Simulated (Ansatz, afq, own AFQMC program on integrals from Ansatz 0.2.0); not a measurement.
HO⁻, triplet in aug-cc-pVDZ, levels against CCSDT(Q)

```xyz
2

O     0.0000    0.0000    0.0000
H     0.0000    0.0000    1.2000
```

Basis aug-cc-pVDZ. Only valence electrons are correlated. Integrals, coupled cluster, full CI and functionals: Ansatz 0.2.0; the random walks run on the same integrals in our own AFQMC program. ph-AFQMC/CISD is guided by a CISD state made of CCSD amplitudes; releasing the constraint for a short imaginary time cuts its bias at the price of noise, slowly where states lie close. Uncertainties: one standard error, sampling alone.

Determinant: UHF, the one that the program's search chose, which needn't be the lowest solution. The geometry is a point of a scan.

No full CI on the walks' own integrals is used here; CCSDT(Q) serves as the reference and is uncertain by about the last step of the cluster series.

Cautions: lower spins were not checked.

The T1 diagnostic is 0.0220 and the weight of the determinant in the CISD state is 0.928. The ⟨S²⟩ of the determinant is 2.016 and the size of the correlated space is 8 electrons in 31 orbitals.

Reference: CCSDT(Q), correlation energy -5.412 eV. The released energy is read at 2.40 1/Eh (meV from the phaseless value at times in 1/Eh: 5 ± 10 at 0.24, 8 ± 9 at 0.51, -3 ± 9 at 0.99, -8 ± 10 at 1.62, -11 ± 12 at 2.40).

```
         level  E − E(reference) (meV)  share of correlation (%)
            HF                  5411.6                      0.00
           MP2                   619.4                     88.55
          CCSD                   164.8                     96.95
       CCSD(T)                    28.7                     99.47
         CCSDT                    11.3                     99.79
 ph-AFQMC/CISD              -0.5 ± 8.9                    100.01
released AFQMC            -11.3 ± 12.1                    100.21
```

A walk keeps the symmetry of its determinant, which the program's search chose and which needn't be the lowest solution, so a lower state of the same spin and another symmetry isn't excluded. Released energies are given only where the last usable release times agree within the noise; a slower fall can still hide under it.
